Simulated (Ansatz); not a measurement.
## 2H WSe₂: elastic constant C44 by level of theory

No measured value is used here.

Question: Put these levels in order of the elastic constant C44 that they give for 2H WSe₂, smallest first: LDA (Ansatz, a first-principles code), PBEsol (Ansatz), r²SCAN (Ansatz), r²SCAN+rVV10 (Ansatz).

Answer: r²SCAN (7.76 GPa), PBEsol (13.1 GPa), r²SCAN+rVV10 (16.3 GPa), LDA (20.9 GPa)

Unless a cell is named, each level is at its own relaxed cell (LDA 19.54, PBEsol 20.42, r²SCAN 21.76, r²SCAN+rVV10 20.67 Å³/atom).

The crystal itself was run without spin with r²SCAN+rVV10, LDA, r²SCAN, PBEsol; a magnetic state was not tried in these runs. Density-functional levels without +SOC have no spin–orbit coupling. LDA: LDA has no dispersion term either, though it tends to give short spacings of layers, chains or molecules. r²SCAN, PBEsol: the cell comes from a level without a dispersion term, which matters for the spacing of layers, chains or molecules. Each level is taken at its own relaxed cell. Cutoffs differ between the levels. Ansatz's density-functional and Hartree–Fock values are scalar-relativistic unless marked +SOC, with PAW data made under PBE.
